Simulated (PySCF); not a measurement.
Gas-phase reaction: 3 BH2Cl + 2 C3H6 (cyclic) ⇌ 2 B(CH3)3 + BCl3

Energies from PySCF, thermal terms from the rigid-rotor harmonic-oscillator model, ideal gas at 1 bar. † marks an energy on the PBE0/def2-TZVP geometry and frequencies; other levels use their own. MP2 freezes the core. All species are closed-shell singlets. B3LYP is the form with VWN-RPA correlation. BH2Cl: computed as isolated molecules; such fragments, hydroxides, amides, oligomers or adducts are transient or little studied in the gas. MP2 isn't extrapolated to the basis-set limit.

```json
[
 {"level": "B3LYP/def2-TZVP†", "ΔH°(298 K), kJ": "…"},
 {"level": "BLYP/def2-TZVP†", "ΔH°(298 K), kJ": "…"},
 {"level": "MP2/def2-SVP†", "ΔH°(298 K), kJ": "-498"},
 {"level": "PBE/def2-SVP", "ΔH°(298 K), kJ": "-518"},
 {"level": "PBE0/def2-SVP†", "ΔH°(298 K), kJ": "…"},
 {"level": "LDA/def2-TZVP†", "ΔH°(298 K), kJ": "-574"},
 {"level": "ωB97M-V/def2-TZVP†", "ΔH°(298 K), kJ": "-512"}
]
```

Some entries are withheld; supply them.


- B3LYP/def2-TZVP†, ΔH°(298 K), kJ: -480
- BLYP/def2-TZVP†, ΔH°(298 K), kJ: -468
- PBE0/def2-SVP†, ΔH°(298 K), kJ: -524
